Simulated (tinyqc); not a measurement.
Starting guesses with DIIS over 6 matrices: SCF starting guesses in the sto-3g basis, for LiH+, spin multiplicity 2. Computed by the program tinyqc with PySCF. UHF with one setting changed at a time; a run stops when the energy changes by less than 1e-09 hartree and the error matrix is below 1e-5. Starts: the lowest orbitals of the core Hamiltonian, of the Wolfsberg-Helmholz matrix (K = 1.75), projected atomic densities, random orbitals, and the highest orbitals of the core Hamiltonian (a deliberately bad start).

Geometry (angstrom):

| atom | x | y | z |
|---|---|---|---|
| Li | 0.0000 | 0.0000 | 0.0000 |
| H | 0.0000 | 0.0000 | 3.1610 |

lowest solution found by these runs and by PySCF with stability checks = -7.607289 hartree

Largest element of the error matrix X^T (FDS - SDF) X:

| iteration | core | Wolfsberg-Helmholz | atomic densities | random | highest core orbitals |
|---|---|---|---|---|---|
| 1 | 1.2e-01 | 1.6e-01 | 3.0e-02 | 9.8e-01 | 1.1e-01 |
| 2 | 8.5e-02 | 7.3e-02 | 8.8e-02 | 1.0e-01 | 1.2e-01 |
| 3 | 3.4e-02 | 8.7e-03 | 6.6e-02 | 2.9e-02 | 7.7e-02 |
| 4 | 8.2e-04 | 1.4e-03 | 3.7e-02 | 9.0e-03 | 2.9e-02 |
| 5 | 8.3e-05 | 9.8e-05 | 3.6e-02 | 4.9e-04 | 1.9e-02 |
| 6 | 3.7e-06 | 7.2e-07 | 3.0e-02 | 4.0e-05 | 4.8e-03 |
| 8 | - | - | 1.1e-05 | 1.5e-07 | 7.4e-05 |
| 10 | - | - | - | - | 2.9e-07 |

How each run ends:

| run | iterations | E (hartree) | state |
|---|---|---|---|
| core | 7 | -7.60729 | lowest found |
| Wolfsberg-Helmholz | 7 | -7.60729 | lowest found |
| atomic densities | 9 | -7.60729 | lowest found |
| random | 8 | -7.60729 | lowest found |
| highest core orbitals | 10 | -7.60729 | lowest found |

What does the comparison show, and why?

5 of 5 runs reach the lowest solution found, in 7 to 10 iterations (fastest: core, Wolfsberg-Helmholz). The first errors are 1e-01, 2e-01, 3e-02, 1e+00, 1e-01.
